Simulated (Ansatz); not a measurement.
Ge2H⁺ (H-bridged), triplet in cc-pVDZ: errors against UCCSDTQ

Geometry: that of the Ge2H (H-bridged), doublet, kept fixed.

| atom | x (Å) | y (Å) | z (Å) |
| --- | --- | --- | --- |
| Ge | 0.0000 | -0.4466 | 1.1824 |
| Ge | 0.0000 | -0.4466 | -1.1824 |
| H | 0.0000 | 0.8933 | 0.0000 |

Basis cc-pVDZ; Ansatz 0.2.0. Correlated methods freeze the noble-gas cores and the filled d shells of p-block atoms, which leaves 8 electrons in 31 orbitals. R marks a restricted (for open shells ROHF) determinant, U an unrestricted one. Active spaces: valence = (8e, 9o) chosen from the atoms' valence shells. No spin–orbit coupling is included, and no scalar relativity.

Full CI isn't at hand for all of this; UCCSDTQ serves as the reference, and is uncertain by about the last step of the cluster series. The frozen core follows each run's orbitals, which can shift R against U totals by a few meV for light atoms and by up to 0.1 eV past Ca.

```
UHF ⟨S²⟩                          : 2.042
T1 diagnostic (RCCSD)             : 0.0272
largest doubles amplitude (RCCSD) : 0.082
T1 diagnostic (UCCSD)             : 0.0256
```

```
    level  E − E(UCCSDTQ) (kJ/mol)  share of correlation (%)  wall time
      UHF                    427.8                      3.86          –
     UMP2                    105.2                     76.35          –
    UCCSD                     23.2                     94.78          –
 UCCSD(T)                      5.3                     98.82      6.5 s
   UCCSDT                      1.2                     99.72          –
UCCSDT(Q)                      0.1                     99.99       13 s
```

The correlation energy at UCCSDTQ, counted from RHF, is -4.612 eV. That run took 20 s on 2 threads of AMD EPYC 7R13 with a shared H100 80 GB, shared host.

Run but not shown, since their state or frozen core can't be matched to the reference's or they repeat it: RHF, RMP2, CISD, RCCSD, RCCSD(T), BCCD(T), RCCSDT, RCCSDT(Q), RCCSDTQ, CASSCF (valence space), NEVPT2 (valence space), MRCISD (valence space), MRCISD+Q (valence space).

Times hold each run's SCF and search for its determinant on a shared host, so for small cases they say little of a method's own cost; they ran on 1 thread of AMD EPYC 7R13.

Natural occupations of CASSCF (valence space) about the gap: 1.981 1.937 1.935 1.005 0.979 0.051 0.049 0.035 0.029; effectively unpaired electrons, Σ n²(2−n)², 2.06.
